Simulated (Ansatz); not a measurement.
Basis-set extrapolation for `[SH][Al][SH]` radical (PBE0-D4/def2-TZVP geometry, frozen core, the Gaussian-basis code of Ansatz). Multiplicity 2, UHF reference.

|  | cc-pV(T+d)Z | cc-pV(Q+d)Z |
| --- | --- | --- |
| HF | -1038.263918 | -1038.273049 |
| MP2 correlation | -0.407348 | -0.443002 |
| CCSD(T) correlation | -0.470103 | -0.504456 |

Energies in hartree. Use E(X) = E(∞) + A·exp(−5.46·√X) for Hartree–Fock and E(X) = E(∞) + B·X^(−3.05) for correlation, with X = 3 and 4.

Problem. What is the CCSD(T) energy at the basis-set limit?

Solution. HF limit: -1038.273049 + (-0.009131) × 0.30130 = -1038.27580. Correlation limit: -0.504456 + (-0.034353) × 0.71189 = -0.52891. Total: -1038.80471 hartree, 185.6 kJ/mol below CCSD(T)/cc-pV(T+d)Z.
